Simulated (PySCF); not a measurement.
# Energy of P (phosphorus, neutral) between two integer charges

The 3p alpha orbital of [Ne] 3s2 3p3 is emptied in steps (occupation f), with all orbitals relaxed, ending at [Ne] 3s2 3p2. Computed with PySCF 2.14 in aug-cc-pVTZ-DK (6s5p3d2f, 50 functions), with scalar relativity by spin-free X2C-1e. The exact energy is a straight line in f; departures are measured from the line between the end points of the same method.

```tsv
f	UHF (eV)	LDA (eV)	PBE (eV)	PBE0 (eV)	r2SCAN (eV)	LC-wPBE (eV)	BHandHLYP (eV)	wB97X (eV)	HSE06 (eV)	CAM-B3LYP (eV)
1	0.000	0.000	0.000	0.000	0.000	0.000	0.000	0.000	0.000	0.000
0.8	0.118	-0.690	-0.675	-0.481	-0.628	-0.047	-0.291	-0.097	-0.544	-0.271
0.6	0.172	-1.043	-1.017	-0.722	-0.935	-0.069	-0.437	-0.143	-0.817	-0.409
0.4	0.168	-1.049	-1.018	-0.721	-0.927	-0.066	-0.438	-0.138	-0.816	-0.410
0.2	0.109	-0.703	-0.679	-0.479	-0.612	-0.041	-0.292	-0.088	-0.542	-0.273
0	0.000	0.000	0.000	0.000	0.000	0.000	0.000	0.000	0.000	0.000
```

For wB97X, how does the orbital energy at f = 1 compare with the removal energy?

−ε = 9.765 eV against a total-energy difference of 10.376 eV. By Janak's theorem ε = ∂E/∂f, so the gap between them reflects the curvature. Along the path −ε is 10.018 (f = 0.8), 10.277 (f = 0.6), 10.519 (f = 0.4), 10.724 (f = 0.2) eV.

```
   method  E(f=0) − E(f=1) (eV)  −ε at f=1 (eV)  −ε at f=0.4 (eV)
      UHF                 9.901          10.658             9.740
      LDA                10.574           6.296            11.420
      PBE                10.484           6.289            11.330
     PBE0                10.524           7.527            11.133
   r2SCAN                10.634           6.697            11.452
  LC-wPBE                10.597          10.299            10.671
BHandHLYP                10.250           8.440            10.613
    wB97X                10.376           9.765            10.519
    HSE06                10.508           7.115            11.197
CAM-B3LYP                10.380           8.694            10.719
```

Reference removal energy between the ground levels: 10.487 eV (measured; NIST Atomic Spectra Database, ionization energies). The calculation has no spin-orbit coupling. UHF lacks correlation.
